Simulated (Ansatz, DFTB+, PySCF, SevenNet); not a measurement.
## Cohesive energy of diamond: levels of theory against measurement

Reference value: 7.55 eV/atom (measured, static lattice: zero-point vibration energy added; as tabulated in Mejia-Rodriguez and Trickey (2018), arXiv:1807.09216).

```csv
level (code),value (eV/atom),cell (Å³/atom),error (eV/atom)
DFTB cp2k-nonscc (DFTB+),9.26,5.68,+1.71
SevenNet-l3i5,7.19,5.69,-0.36
LDA (Ansatz),8.95,5.51,+1.40
PBE (PySCF),7.72 ± 0.04,5.70,+0.17
rVV10 (Ansatz),7.64,5.76,+0.09
r²SCAN (Ansatz),7.50,5.64,-0.05
r²SCAN0 (Ansatz),7.40,5.54,-0.15
Hartree–Fock (PySCF),5.35 ± 0.08,5.58,-2.20
MP2 (PySCF),8.11 ± 0.2,5.52,+0.56
```

Leaving aside DFTB cp2k-nonscc (doubt noted below), SevenNet-l3i5 (doubt noted below): Once the reference is moved by up to 0.03 eV/atom (a margin picked here for doubts on the reference and the settings) and values within 0.03 eV/atom count as equal, the nearest can be r²SCAN (-0.05 eV/atom) or rVV10 (+0.09 eV/atom). Farthest off among them: Hartree–Fock (-2.20 eV/atom). Within 0.5 eV/atom: PBE, rVV10, r²SCAN, r²SCAN0.

Published values of wave-function and many-body methods: 7.29 eV/atom (published CCSD value, static lattice; Booth et al. (2012), doi:10.1038/nature11770); 8.04 eV/atom (published MP2 value, static lattice, all-electron; Ye and Berkelbach (2024), arXiv:2407.11258).

Free atoms are spin-polarised, in the lowest state found; at levels without +SOC their spin–orbit coupling is left out.  A ± on a computed value is a rough bar: the spread of its extrapolation, a floor set from checks against published values, or a statistical error. DFTB cp2k-nonscc: the free atoms are run in the same model without spin. DFTB cp2k-nonscc: this tight-binding set is not self-consistent in the charges. SevenNet-l3i5: free atoms can lie outside what these potentials were trained on. Each level is taken at its own relaxed cell. Cutoffs and k meshes differ between the levels. Ansatz's density-functional and Hartree–Fock values are scalar-relativistic unless marked +SOC, with PAW data made under PBE.

Machine-learned potentials (SevenNet-l3i5) are trained on DFT data: a solid inside that data is no test of them.

Differences are worked out from the printed values.

Ansatz is a quantum-chemistry and plane-wave program.
